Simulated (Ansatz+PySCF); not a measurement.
Results of a calculation; reference values are marked as such.
# Several solutions for singlet C2

```tsv
atom	x (Å)	y (Å)	z (Å)
C	0.0000	0.0000	-1.8841
C	0.0000	0.0000	1.8841
```

Basis set: 6-31G (spherical functions). Charge 0, multiplicity 1.

UHF was run from several starts with Ansatz (development build ahead of 0.2.0) and PySCF 2.14.0.

```json
{"run": "A", "program": "PySCF", "start": "guess atom, instabilities followed", "converged": "yes", "energy (hartree)": "-75.35621", "<S²>": "2.00"}
{"run": "B", "program": "PySCF", "start": "guess minao, instabilities followed", "converged": "yes", "energy (hartree)": "-75.35621", "<S²>": "2.00"}
{"run": "C", "program": "PySCF", "start": "guess huckel, instabilities followed", "converged": "yes", "energy (hartree)": "-75.35621", "<S²>": "2.00"}
{"run": "D", "program": "Ansatz", "start": "atomic start, no search", "converged": "yes", "energy (hartree)": "-75.29475", "<S²>": "2.00"}
{"run": "E", "program": "PySCF", "start": "program defaults", "converged": "yes", "energy (hartree)": "-74.94238", "<S²>": "0.00"}
{"run": "F", "program": "Ansatz", "start": "search for the lowest state", "converged": "yes", "energy (hartree)": "-75.35621", "<S²>": "2.00"}
{"run": "G", "program": "PySCF", "start": "guess 1e, instabilities followed", "converged": "yes", "energy (hartree)": "-75.35621", "<S²>": "2.00"}
{"run": "H", "program": "Ansatz", "start": "stability test followed", "converged": "yes", "energy (hartree)": "-75.29475", "<S²>": "2.00"}
```

(1) Which runs reached the lowest solution of this kind, and what is wrong with the others?

## Answers

(1) A, B, C, F, G reached the lowest solution found. Converged but too high: D by 1.67 eV, E by 11.26 eV, H by 1.67 eV. Convergence only shows a stationary point, and even a stable one can lie too high; stability tests and further starts are what find lower ones. Caution: the unrestricted determinant is a mixture of spin states. Caution: the determinant breaks the point group.
